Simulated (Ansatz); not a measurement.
The input, for Ansatz 0.2.0:

```yaml
crystal:
  periodic: [false, false, false]
  atoms:
    - {symbol: Al, position_ang: [0.000000, 0.000000, 0.585096]}
    - {symbol: N, position_ang: [0.000000, 0.000000, -1.159176]}
    - {symbol: H, position_ang: [0.000000, 1.407264, 1.304973]}
    - {symbol: H, position_ang: [0.000000, -1.407264, 1.304973]}
    - {symbol: H, position_ang: [0.000000, 0.000000, -2.164038]}
basis:
  gaussian: {orbitals: cc-pVDZ}
total_charge: 1
magnetization: {spin_polarized: false, initial_magnetization: 2}
correlation: {active_space: {ras: {orbitals: [4, 2, 35], electrons: 10, max_holes: 2, max_particles: 2}, fixed_orbitals: true}}
```

```sh
$ ansatz run in.yaml --threads 1 --pin off --events-out ev --progress --plain --max-ram 2393MiB
```

Log:

```
446 factors; integrals over basis functions are off by at most 1.4e-3 eV
mean field evaluation 1: about -8095.6719 eV, gradient 3.9e1 eV
mean field evaluation 2: about -8095.6728 eV, gradient 3.9e1 eV
mean field evaluation 4: about -8099.9552 eV, gradient 1.1e1 eV
mean field evaluation 8: about -8101.6696 eV, gradient 5.2e0 eV
mean field evaluation 16: about -8102.4861 eV, gradient 4.5e-7 eV
mean field evaluation 32: about -8102.4861 eV, gradient 2.0e-3 eV
mean field evaluation 64: about -8101.5976 eV, gradient 7.1e0 eV
mean field -8102.48614403 eV, -297.7608737306 hartree, gradient 9.3e-6 eV, S^2 2.000000; 4 other end points of the search recorded, 0 dependent functions left out
reference -8102.48614403 eV, -297.7608737306 hartree; 12, 10 occupied and 35, 37 virtual orbitals, 446 factors
state -8107.67468768 eV, -297.9515491931 hartree
Total energy: -8107.67468768 eV, -297.9515491931 hartree
```

For the same geometry and basis UCCSDT(Q) lies 473.6 meV lower.

Ran on 1 thread of Arm Neoverse V1, shared host: 2.7 s wall, 0.09 GiB peak host memory.
